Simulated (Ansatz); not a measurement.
# BNH3+ (triplet): the correlation ladder, cc-pVDZ

An exercise on one series of results from a longer session: the logs are not shown, and one member is left open.

Method: cc-pVDZ, core rule «outside noble gas», up to 2 orbitals frozen; program: Ansatz 0.2.0, Gaussian basis.

The runs, in order: UHF; CCSD(T) on ROHF; CCSD(T) on UHF; BCCD(T) on ROHF; CISD; CCSDT(Q) on ROHF; CCSDT(Q) on UHF.

22 further runs of the same task are left out: 1 for a known fault of the program, 8 that didn't finish, 13 set aside as unsound or not needed.

## The geometry

The geometry is a PBE0/def2-TZVP stationary point (not a proven minimum) of the parent state, kept for this charge and spin.

5 atoms, charge 1, spin multiplicity 3.

Atoms are counted from 1 here; the program's logs count them from 0.

Bond lengths: B1–N2 1.374 Å, B1–H3 1.195 Å, N2–H4 1.011 Å, N2–H5 1.007 Å. Angles: N2–B1–H3 125.1°, B1–N2–H4 123.7°, B1–N2–H5 123.2°, H4–N2–H5 113.1°.

The first run:

Input file in.yaml:

```yaml
crystal:
  periodic: [false, false, false]
  atoms:
    - {symbol: B, position_ang: [0.000000, -0.179775, 0.786527]}
    - {symbol: N, position_ang: [0.000000, 0.067403, -0.564987]}
    - {symbol: H, position_ang: [0.000000, 0.657847, 1.639246]}
    - {symbol: H, position_ang: [0.000000, 0.995722, -0.965199]}
    - {symbol: H, position_ang: [0.000000, -0.661987, -1.258945]}
basis:
  gaussian: {orbitals: cc-pVDZ}
total_charge: 1
magnetization: {spin_polarized: true, initial_magnetization: 2}
hamiltonian: {xc: hf}
output: {orbitals: {seedname: orbitals}}
```

The run is started by

```
> ansatz run in.yaml --threads 1 --pin off --events-out ev --progress --plain --max-ram 2393MiB
```

Steps of the session up to this table: UHF; CCSD(T) on ROHF; CCSD(T) on UHF; BCCD(T) on ROHF; CISD; CCSDT(Q) on ROHF; CCSDT(Q) on UHF.

One of the session's tables, all rows but one given; the rest of the session is left out.

```
   method  from UCCSDT(Q) (meV)
     ROHF               +6047.0
      UHF               +5935.4
     RMP2                +938.0
     UMP2                     ?
     CISD                +429.5
    RCCSD                +130.1
    UCCSD                +128.1
 RCCSD(T)                 +23.0
 UCCSD(T)                 +22.3
  BCCD(T)                 +23.0
   RCCSDT                  +6.6
   UCCSDT                  +5.8
RCCSDT(Q)                  +0.9
UCCSDT(Q)                     0
```

Q: Estimate the row for UMP2 from the others.

**Answer.** from UCCSDT(Q) (meV): +944.4. In the column «from UCCSDT(Q) (meV)» it lies between RMP2 (+938.0) and UHF (+5935.4).

Limits of these values: Restricted and unrestricted rows rest on different reference determinants; where their highest levels disagree by more than a few hundredths of an eV, they describe different states and don't form one ladder.
